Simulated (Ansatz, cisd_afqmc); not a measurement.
System: CH₃ClF, charge -1, singlet.
NHTBH set geometry:
```xyz
6

Cl     0.0000     0.0000     1.6231
C      0.0000     0.0000    -0.2274
H      0.0000     1.0263    -0.5551
H      0.8888    -0.5132    -0.5551
H     -0.8888    -0.5132    -0.5551
F      0.0000     0.0000    -2.7293
```
Charge -1, spin multiplicity 1.

Total energies in aug-cc-pV(T+d)Z, 22 correlated electrons, 7 frozen orbitals. Radicals and triplets start from unrestricted determinants; spin-orbit coupling is neglected. Correlated methods leave the cores frozen. No relativity. AFQMC/CISD: phaseless, guided by CISD from CCSD amplitudes; bars are statistical, one sigma. Outlying blocks are dropped, and bars are widened where a walk drifts. Over all cases where full CI ran beside it in this data, AFQMC minus full CI had a median of +0.1 mEh and passed +0.4 mEh in a tenth of the cases.

```csv
method,program,energy (Eh),minus AFQMC/CISD (mEh)
HF,Ansatz,-598.62311,732.0 ± 0.4
MP2,Ansatz,-599.30060,54.5 ± 0.4
CCSD,Ansatz,-599.32494,30.1 ± 0.4
CCSD(T),Ansatz,-599.35276,2.3 ± 0.4
AFQMC/CISD,cisd_afqmc,-599.3551 ± 0.0004,0.0
```

Ansatz is a program for electronic structure.
